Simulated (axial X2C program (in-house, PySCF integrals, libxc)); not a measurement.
## Worked dissociation energy of AlB: TPSSh, with spin–orbit coupling

Calculated with an in-house relativistic program for diatomic molecules. Two-component (2c) means X2C with spin–orbit coupling and atomic mean-field two-electron Coulomb and Gaunt terms. Basis: Al dyall-v3z [8s8p2d1f], B dyall-v3z [7s6p2d1f] (cores contracted in-house); Gaussian nuclei, density fitting, unrestricted open shells. Masses: Al 26.982 u, B 11.009 u.

Molecular state: Ω = 1 (⟨Sz⟩ = 1.00, ⟨Lz⟩ = 0.00 at TPSSh).

| Quantity | Value |
| --- | --- |
| E(Al) (2M_J = 1) | -242.792828 hartree |
| E(B) (2M_J = 1) | -24.672708 hartree |
| E(AlB) at Re | -267.541962 hartree |
| ωe | 615.1 cm⁻¹ |
| ωexe | 4.94 cm⁻¹ |

Question: Work out De and D0.

Answer: De = -242.792828 + (-24.672708) − (-267.541962) = 0.07643 hartree = 2.080 eV. The zero-point energy is ωe/2 − ωexe/4 = 306 cm⁻¹ = 0.038 eV, so D0 = 2.042 eV.

Occupations by symmetry block were frozen at the best pattern of an incomplete PBE0 search. De is counted from the lowest determinant-based energies of the atoms at the same level, without counterpoise correction. Density functionals use the spin component along the axis (collinear). In 2c an atomic determinant is not the ground J level, so De misses part of the atomic spin–orbit lowering. This holds for TPSSh. Other states lie close and PBE0, whose exact exchange favours high spin, may order them wrongly; the determinant shown need not be the ground state. The nearest other 2c determinant of the search, Ω = 2, lies 0.31 eV up at the distance of the search. The functionals have no current-density term, which raises determinants with orbital currents, atoms included. With several unpaired electrons one determinant need not be a pure state. Open-shell Ω = 0 determinants with evenly filled partner blocks cannot be reached by this program, so the Ω shown need not be the lowest component. This is the Ω = 1 component of a π² triplet; the 0⁺ component is not one determinant and can lie lowest. The determinant is spin-polarised beyond a pure state at some levels (its spin-free form has ⟨S²⟩ too high), which makes Re and μ there less reliable.

Each atomic determinant is the lowest at this level and need not be a pure J level. Totals compare only within one Hamiltonian and basis.
